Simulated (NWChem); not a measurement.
Program: NWChem. System: P$_{2}$, charge 1, spin multiplicity 2, at the geometry of a parent with another charge or spin, in a state set for the comparison that need not be this species' ground state. Its SCF solution wasn't tested for a lower state. Level: UPBE/aug-pcseg-1.

Output (cleaned and shortened):

```
             Northwest Computational Chemistry Package (NWChem) 7.3.0
             --------------------------------------------------------

                                NWChem Input Module
                                -------------------

 Scaling coordinates for geometry "geometry" by  1.889725989
 (inverse scale =  0.529177249)

 Turning off AUTOSYM since
 SYMMETRY directive was detected!

                             Geometry "geometry" -> ""
                             -------------------------

 Output coordinates in angstroms (scale by  1.889725989 to convert to a.u.)

  No.       Tag          Charge          X              Y              Z
 ---- ---------------- ---------- -------------- -------------- --------------
    1 P                   15.0000     0.00000000     0.00000000     0.95769500
    2 P                   15.0000     0.00000000     0.00000000    -0.95769500

 Effective nuclear repulsion energy (a.u.)      62.1622129305

            Nuclear Dipole moment (a.u.)
            ----------------------------
        X                 Y               Z
 ---------------- ---------------- ----------------
     0.0000000000     0.0000000000     0.0000000000

      Symmetry information
      --------------------

 Group name             D2h
 Group number             26
 Group order               8
 No. of unique centers     1

      Symmetry unique atoms

     1


 Summary of "ao basis" -> "" (spherical)
 ------------------------------------------------------------------------------
       Tag                 Description            Shells   Functions and Types
 ---------------- ------------------------------  ------  ---------------------
 *                        aug-pcseg-1                 on all atoms

  pbe96 is a nonlocal functional; adding pw91lda local functional.

                                 NWChem DFT Module
                                 -----------------

 Summary of "ao basis" -> "ao basis" (spherical)
 ------------------------------------------------------------------------------
       Tag                 Description            Shells   Functions and Types
 ---------------- ------------------------------  ------  ---------------------
 P                        aug-pcseg-1               11       27   5s4p2d

 Summary of "ao basis" -> "ao basis" (spherical)
 ------------------------------------------------------------------------------
       Tag                 Description            Shells   Functions and Types
[...]
   Bfn.  Coefficient  Atom+Function         Bfn.  Coefficient  Atom+Function
  ----- ------------  ---------------      ----- ------------  ---------------
     9      0.538763  1 P  px                36      0.538763  2 P  px
     6     -0.193854  1 P  px                33     -0.193854  2 P  px
    12      0.145033  1 P  px                39      0.145033  2 P  px
    21      0.060989  1 P  d  1              48     -0.060989  2 P  d  1
    26      0.030786  1 P  d  1              53     -0.030786  2 P  d  1

 Vector   16  Occ=0.000000D+00  E=-3.772028D-01  Symmetry=b3g
              MO Center= -7.7D-16, -5.4D-16,  4.1D-15, r^2= 3.0D+00
   Bfn.  Coefficient  Atom+Function         Bfn.  Coefficient  Atom+Function
  ----- ------------  ---------------      ----- ------------  ---------------
    10      0.621073  1 P  py                37     -0.621073  2 P  py
    13      0.345119  1 P  py                40     -0.345119  2 P  py
     7     -0.209495  1 P  py                34      0.209495  2 P  py
    19      0.043720  1 P  d -1              46      0.043720  2 P  d -1

 Vector   17  Occ=0.000000D+00  E=-3.707437D-01  Symmetry=b2g
              MO Center= -3.9D-16, -5.7D-17,  1.0D-15, r^2= 3.0D+00
   Bfn.  Coefficient  Atom+Function         Bfn.  Coefficient  Atom+Function
  ----- ------------  ---------------      ----- ------------  ---------------
     9      0.615475  1 P  px                36     -0.615475  2 P  px
    12      0.340286  1 P  px                39     -0.340286  2 P  px
     6     -0.208011  1 P  px                33      0.208011  2 P  px
    21     -0.048346  1 P  d  1              48     -0.048346  2 P  d  1

   alpha - beta orbital overlaps
   -----------------------------

   alpha      1      2      3      4      5      6      7      8      9     10
    beta      1      2      3      4      5      6      7      8      9     10
 overlap   1.000  1.000  1.000  1.000  1.000  1.000  1.000  1.000  1.000  1.000

   alpha     11     12     13     14     15     16     17     18     19     20
    beta     11     12     15     13     14     17     16     18     19     20
 overlap   1.000  0.999  1.000  1.000  1.000  0.999  1.000  0.998  0.981  1.000

   alpha     21     22     23     24     25     26     27     28     29     30
    beta     21     23     22     24     25     27     26     29     28     30
 overlap   0.971  0.999  1.000  0.989  0.997  0.999  1.000  0.999  1.000  0.712

   alpha     31     32     33     34     35     36     37     38     39     40
    beta     31     32     33     35     34     36     38     37     39     40
 overlap   1.000  0.711  0.999  0.998  1.000  0.999  0.999  1.000  0.999  0.998

   alpha     41     42     43     44     45     46     47     48     49     50
    beta     41     43     42     45     44     47     46     49     50     48
 overlap   1.000  0.999  1.000  0.999  1.000  0.966  1.000  1.000  0.998  0.967

   alpha     51     52     53     54
    beta     51     53     52     54
 overlap   1.000  0.999  1.000  1.000

     --------------------------
     Expectation value of S2:
     --------------------------
      <S2> =      0.7526 (Exact =     0.7500)

 center of mass
 --------------
 x =   0.00000000 y =   0.00000000 z =   0.00000000

 moments of inertia (a.u.)
 ------------------
         202.897191779097           0.000000000000           0.000000000000
           0.000000000000         202.897191779097           0.000000000000
           0.000000000000           0.000000000000           0.000000000000

     Multipole analysis of the density
     ---------------------------------

     L   x y z        total         alpha         beta         nuclear
     -   - - -        -----         -----         ----         -------
     0   0 0 0      1.000000    -15.000000    -14.000000     30.000000

     1   1 0 0     -0.000000     -0.000000     -0.000000      0.000000
     1   0 1 0     -0.000000     -0.000000     -0.000000      0.000000
     1   0 0 1      0.000000      0.000000      0.000000      0.000000

     2   2 0 0    -14.483641     -8.967092     -5.516549      0.000000
     2   1 1 0     -0.000000     -0.000000     -0.000000      0.000000
     2   1 0 1      0.000000      0.000000      0.000000      0.000000
     2   0 2 0    -16.652814     -8.838668     -7.814146      0.000000
     2   0 1 1      0.000000      0.000000      0.000000      0.000000
     2   0 0 2    -12.236084    -56.501293    -53.994023     98.259232

 Task  times  cpu:        0.6s     wall:        0.6s

 Total times  cpu:        0.6s     wall:        0.6s
```

Q: Write an NWChem input that would produce this output.

A: This is not unique; one that fits is 
```
start mol
memory heap 200 mb stack 900 mb global 1100 mb
charge 1
geometry units angstroms nocenter noautoz
  P      0.000000     0.000000     0.957695
  P      0.000000     0.000000    -0.957695
  symmetry group D2h
end
basis spherical
  * library aug-pcseg-1
end
dft
  xc xpbe96 cpbe96
  odft
  mult 2
  semidirect memsize 60000000 filesize 0
  iterations 100
end
task dft energy
```
